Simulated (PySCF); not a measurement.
# Do core-level shifts follow atomic charges?

Compound: 1-phenylethanol, C8H10O.
SMILES with atom numbers: `[CH3:1][C@@H:2]([OH:3])[c:4]1[cH:5][cH:6][cH:7][cH:8][cH:9]1`

Binding energies: delta-SCF UKS SCAN, pcX-2 on the ionised atom, pcseg-1 elsewhere, spin-free X2C in PySCF 2.14.0. Charges: PBE0/pcSseg-1 ground-state density, for the ionised atom.

```tsv
atom	environment	C 1s (eV)	Mulliken (e)	IAO (e)	Hirshfeld (e)	ESP (e)
C7	aromatic CH carbon	290.10	-0.081	-0.154	-0.053	-0.159
C5	aromatic CH carbon	290.11	-0.046	-0.161	-0.054	-0.190
C6	aromatic CH carbon	290.19	-0.083	-0.147	-0.051	-0.114
C4	substituted aromatic carbon	290.20	-0.323	-0.023	-0.007	-0.106
C1	methyl carbon	290.63	-0.266	-0.427	-0.124	-0.655
C2	carbinol carbon (C–OH)	292.13	+0.161	+0.094	+0.047	+0.511
```

Q: How well does each charge scheme correlate with the binding energies over these sites?

A: ESP: r = 0.68, slope 1.4 eV per e; Mulliken: r = 0.64, slope 3.0 eV per e; Hirshfeld: r = 0.60, slope 8.3 eV per e; IAO: r = 0.47, slope 2.1 eV per e. ESP charges have the highest r, on only 6 points.

Q: The point-charge model writes a binding energy as kq + V + constant, with V the potential of the other atoms' charges at the site. What does it give with the ESP charges?

A: V = Σ 14.40 eV Å × q/r over all other atoms: +0.37 eV at C7, +0.89 eV at C5, -0.26 eV at C6, +0.13 eV at C4, +9.03 eV at C1, -7.58 eV at C2. Fitting binding energy − V to q gives k = 15.5 eV per e and leaves an rms residual of 0.22 eV, against 0.53 eV for the fit on q alone. The model has no term for differences in relaxation between sites.

Spin contamination (⟨S²⟩ against 0.75 for a pure doublet) is marked for C 1s of C4 (0.85), which makes this value less certain. One conformer (not necessarily the lowest) at the PBE0-D3(BJ)/def2-SVP geometry, without solvent, vibrations or thermal averaging.

The values belong to the conformer `[CH3:1][C@@H:2]([OH:3])[c:4]1[cH:5][cH:6][cH:7][cH:8][cH:9]1`: C1–C2–C4–C5 34°, H–O3–C2–C1 65°.
